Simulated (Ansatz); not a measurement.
# NH (imidogen), step by step

We compute a series of 8 runs (UPBE-QIDH/pcseg-0, UPBE-QIDH/pcseg-1, UPBE-QIDH/pcseg-2, UPBE-QIDH/pcseg-3) of HN. 

Program for the calculation: Ansatz 0.2.0.

4 further runs of the same task are left out: 3 for a known fault of the program, 1 set aside as unsound or not needed.

### Step 1. The molecule

NH: 2 atoms, total charge 0, spin state triplet. SMILES: `[NH]`. The bond length is the measured one.

Bond lengths: N1–H2 1.036 Å.

### Step 2. Energy and forces at UPBE-QIDH/pcseg-0 (run 1)

molecule.yaml reads:

```yaml
crystal:
  periodic: [false, false, false]
  atoms:
    - symbol: "N"
      position_ang: [0.000000, 0.000000, 0.000000]
    - symbol: H
      position_ang: [0.000000, 0.000000, 1.036210]
basis:
  gaussian: {orbitals: pcseg-0.json}
magnetization: {spin_polarized: true, initial_magnetization: 2}
hamiltonian: {xc: {name: PBE-QIDH}}
output: {forces: true, orbitals: {seedname: orbitals}}
```

The basis set pcseg-0 is read from a file made from the Basis Set Exchange's data (not shown).

Run with:

```bash
$ ansatz run molecule.yaml --threads 1 --pin off --max-ram 2610MiB --events-out events.jsonl --progress --plain --runs-dir runs
```

The program printed:

```text
Warning: RAYON_NUM_THREADS=1 ignored (pool sized by the plan → 1); use --threads N
Functional definition: PBE-QIDH
  name "PBE-QIDH"
  parameter a = 3^(-1/3)
  parameter c = 1/3
  exchange = (1 - a)*pbe_x + a*exact_x
  correlation = (1 - c)*pbe_c + c*(mp2_os + mp2_ss)
120 factors; integrals over basis functions are off by at most 2.9e-4 eV
mean field evaluation 1: about -1494.9794 eV, gradient 6.0e0 eV
mean field evaluation 2: about -1494.9788 eV, gradient 6.0e0 eV
mean field evaluation 4: about -1495.1739 eV, gradient 5.2e-1 eV
mean field evaluation 8: about -1495.1756 eV, gradient 5.7e-3 eV
mean field -1495.17559899 eV, -54.9466897965 hartree, gradient 1.8e-6 eV, S^2 2.007252; 0 other end points of the search recorded, 0 dependent functions left out
1 core orbitals not correlated: weight in the atoms' cores, before any rotation towards them, 1.000 or more for the frozen orbitals, at most 0.000 for the correlated occupied ones
reference -1495.17560328 eV, -54.9466899541 hartree; 4, 2 occupied and 6, 8 virtual orbitals, 120 factors
second order -1.74752648 eV of doubles, -0.00000000 eV of singles
the calculation of the forces begins
mean field evaluation 16: about -1495.1763 eV, gradient 1.5e-2 eV
Total energy: -1495.75811211 eV, -54.9680967587 hartree
Atom 0 at     0.000000     0.000000     0.000000 Å, force    -0.000000    -0.000000    -0.614875 eV/Å
Atom 1 at     0.000000     0.000000     1.036210 Å, force     0.000000     0.000000     0.614875 eV/Å
Dipole moment:    -0.000000     0.000000     0.388732 e Å
```

Wall time 0.34 s (1 thread of Arm Neoverse V1, shared host).

### Step 3. The doublet cation: energy and gradient at UPBE-QIDH/pcseg-0 (run 2)

job.yaml reads:

```yaml
basis:
  gaussian: {orbitals: pcseg-0.json}
crystal:
  periodic: [false, false, false]
  atoms:
    - {symbol: N, position_ang: [0.000000, 0.000000, 0.000000]}
    - {symbol: H, position_ang: [0.000000, 0.000000, 1.036210]}
total_charge: 1
magnetization: {spin_polarized: true, initial_magnetization: 1}
hamiltonian: {xc: {name: PBE-QIDH}}
output: {forces: true}
```

The basis set pcseg-0 is read from a file made from the Basis Set Exchange's data (not shown).

Run with:

```bash
$ ansatz run job.yaml --threads 1 --pin off --max-ram 2610MiB --events-out events.jsonl --progress --plain --runs-dir runs
```

The program printed, shortened:

```text
Warning: RAYON_NUM_THREADS=1 ignored (pool sized by the plan → 1); use --threads N
[... 2 set-up lines as earlier in the session ...]
[...]
120 factors; integrals over basis functions are off by at most 2.9e-4 eV
[...]
mean field -1481.80966963 eV, -54.4555009524 hartree, gradient 2.0e-6 eV, S^2 1.144039; 2 other end points of the search recorded, 0 dependent functions left out
1 core orbitals not correlated: weight in the atoms' cores, before any rotation towards them, 1.000 or more for the frozen orbitals, at most 0.000 for the correlated occupied ones
reference -1481.80967298 eV, -54.4555010753 hartree; 3, 2 occupied and 7, 8 virtual orbitals, 120 factors
second order -1.36262090 eV of doubles, -0.00000000 eV of singles
[...]
Total energy: -1482.26387994 eV, -54.4721928734 hartree
Atom 0 at     0.000000     0.000000     0.000000 Å, force     0.000000    -0.000000    -1.658296 eV/Å
Atom 1 at     0.000000     0.000000     1.036210 Å, force     0.000000     0.000000     1.658296 eV/Å
Dipole moment:    -0.000000    -0.014735     0.390816 e Å
```

Wall time 0.54 s (1 thread of Arm Neoverse V1, shared host).

Run 3 isn't shown in full; the table further down has it.

### Step 4. The doublet cation: energy and forces at UPBE-QIDH/pcseg-1 (run 4)

input.yaml reads:

```yaml
crystal:
  periodic: [false, false, false]
  atoms:
    - {symbol: "N", position_ang: [0.000000, 0.000000, 0.000000]}
    - {symbol: H, position_ang: [0.000000, 0.000000, 1.036210]}
basis:
  gaussian:
    orbitals: pcseg-1.json
hamiltonian:
  xc: {name: PBE-QIDH}
total_charge: 1
output: {forces: true}
magnetization:
  spin_polarized: true
  initial_magnetization: 1
```

The basis set pcseg-1 is read from a file made from the Basis Set Exchange's data (not shown).

Run with:

```bash
$ ansatz run input.yaml --threads 1 --pin off --max-ram 2610MiB --events-out events.jsonl --progress --plain --runs-dir runs
```

The program printed, shortened:

```text
Warning: RAYON_NUM_THREADS=1 ignored (pool sized by the plan → 1); use --threads N
[... 2 set-up lines as earlier in the session ...]
[...]
190 factors; integrals over basis functions are off by at most 8.0e-4 eV
[...]
mean field -1485.69567037 eV, -54.5983088455 hartree, gradient 3.1e-6 eV, S^2 1.130866; 2 other end points of the search recorded, 0 dependent functions left out
1 core orbitals not correlated: weight in the atoms' cores, before any rotation towards them, 1.000 or more for the frozen orbitals, at most 0.000 for the correlated occupied ones
reference -1485.69567454 eV, -54.5983089986 hartree; 3, 2 occupied and 15, 16 virtual orbitals, 190 factors
second order -2.39014235 eV of doubles, -0.00000000 eV of singles
[...]
Total energy: -1486.49238865 eV, -54.6275877023 hartree
Atom 0 at     0.000000     0.000000     0.000000 Å, force    -0.000000     0.000000    -1.253263 eV/Å
Atom 1 at     0.000000     0.000000     1.036210 Å, force     0.000000    -0.000000     1.253263 eV/Å
Dipole moment:     0.000000    -0.009807     0.345927 e Å
```

It took 0.74 s on 1 thread of Arm Neoverse V1, shared host.

Runs 5 to 7 aren't shown in full; the table further down has their settings and results.

### Step 5. The doublet cation: energy and gradient at UPBE-QIDH/pcseg-3 (run 8)

run.yaml reads:

```yaml
crystal:
  periodic: [false, false, false]
  atoms:
    - {symbol: "N", position_ang: [0.000000, 0.000000, 0.000000]}
    - {symbol: H, position_ang: [0.000000, 0.000000, 1.036210]}
basis:
  gaussian: {orbitals: pcseg-3.json}
total_charge: 1
output: {forces: true}
hamiltonian: {xc: {name: PBE-QIDH}}
magnetization: {spin_polarized: true, initial_magnetization: 1}
```

The basis set pcseg-3 is read from a file made from the Basis Set Exchange's data (not shown).

Run with:

```bash
$ ansatz run run.yaml --threads 1 --pin off --max-ram 2610MiB --events-out events.jsonl --progress --plain --runs-dir runs
```

The program printed, shortened:

```text
Warning: RAYON_NUM_THREADS=1 ignored (pool sized by the plan → 1); use --threads N
[... 2 set-up lines as earlier in the session ...]
[...]
631 factors; integrals over basis functions are off by at most 7.3e-4 eV
[...]
mean field -1486.71956417 eV, -54.6359362487 hartree, gradient 2.6e-6 eV, S^2 1.178951; 2 other end points of the search recorded, 0 dependent functions left out
1 core orbitals not correlated: weight in the atoms' cores, before any rotation towards them, 1.000 or more for the frozen orbitals, at most 0.000 for the correlated occupied ones
reference -1486.71956972 eV, -54.6359364526 hartree; 3, 2 occupied and 89, 90 virtual orbitals, 631 factors
second order -3.23333404 eV of doubles, -0.00000000 eV of singles
[...]
Total energy: -1487.79734774 eV, -54.6755440640 hartree
Atom 0 at     0.000000     0.000000     0.000000 Å, force    -0.000000     0.000000    -1.041006 eV/Å
Atom 1 at     0.000000     0.000000     1.036210 Å, force    -0.000000    -0.000000     1.041006 eV/Å
Dipole moment:    -0.000000    -0.009070     0.338350 e Å
```

Run time: 3.9 s. Hardware: 1 thread of Arm Neoverse V1, shared host; peak memory 0.23 GiB.

### Step 6. Overview of the runs

| run | level | partner | energy (Eh) | ⟨S²⟩ | largest force (eV/Å) | wall time |
| --- | --- | --- | --- | --- | --- | --- |
| 1 | UPBE-QIDH/pcseg-0 | base | -54.968097 | 2.007 | 0.615 | 0.34 s |
| 2 | UPBE-QIDH/pcseg-0 | cation | -54.472193 | 1.144 | 1.658 | 0.54 s |
| 3 | UPBE-QIDH/pcseg-1 | base | -55.125822 | 2.008 | 0.019 | 0.5 s |
| 4 | UPBE-QIDH/pcseg-1 | cation | -54.627588 | 1.131 | 1.253 | 0.74 s |
| 5 | UPBE-QIDH/pcseg-2 | base | -55.168746 | 2.010 | 0.291 | 0.94 s |
| 6 | UPBE-QIDH/pcseg-2 | cation | -54.667876 | 1.176 | 1.052 | 1.4 s |
| 7 | UPBE-QIDH/pcseg-3 | base | -55.177563 | 2.011 | 0.323 | 3 s |
| 8 | UPBE-QIDH/pcseg-3 | cation | -54.675544 | 1.179 | 1.041 | 3.9 s |

Convergence of the total energy of triplet NH with the basis set, against the last point:

| basis set | from the last (mEh) | wall time |
| --- | --- | --- |
| pcseg-0 | +209.466 | 0.34 s |
| pcseg-1 | +51.741 | 0.5 s |
| pcseg-2 | +8.817 | 0.94 s |
| pcseg-3 | +0.000 | 3 s |

Convergence of the HOMO energy (SCF part's orbitals) (highest over α and β) of triplet NH with the basis set, against the last point:

| basis set | from the last (eV) | wall time |
| --- | --- | --- |
| pcseg-0 | +0.6140 | 0.34 s |
| pcseg-1 | +0.0933 | 0.5 s |
| pcseg-2 | +0.0233 | 0.94 s |
| pcseg-3 | +0.0000 | 3 s |

### Step 7. What came out

```
                                                             quantity         value
                                  doublet cation, run 8: total energy  -54.67554 Eh
                                          doublet cation, run 8: ⟨S²⟩         1.179
                      doublet cation, run 8: largest force on an atom    1.041 eV/Å
vertical ionisation energy (to the doublet cation), UPBE-QIDH/pcseg-0     13.494 eV
vertical ionisation energy (to the doublet cation), UPBE-QIDH/pcseg-1     13.558 eV
vertical ionisation energy (to the doublet cation), UPBE-QIDH/pcseg-2     13.629 eV
vertical ionisation energy (to the doublet cation), UPBE-QIDH/pcseg-3     13.661 eV
```

What this shows: For the total energy of triplet NH to stay within 10 mEh of the last point, pcseg-2 is the first point of the series from which all later ones do (0.94 s against 3 s). For the HOMO energy (SCF part's orbitals) (highest over α and β) of triplet NH to stay within 0.1 eV of the last point, pcseg-1 is the first point of the series from which all later ones do (0.5 s against 3 s). Spin contamination of the reference: run 8 ⟨S²⟩ = 1.18, run 6 ⟨S²⟩ = 1.18, run 2 ⟨S²⟩ = 1.14, run 4 ⟨S²⟩ = 1.13. All runs together took 11 s, the longest 3.9 s.
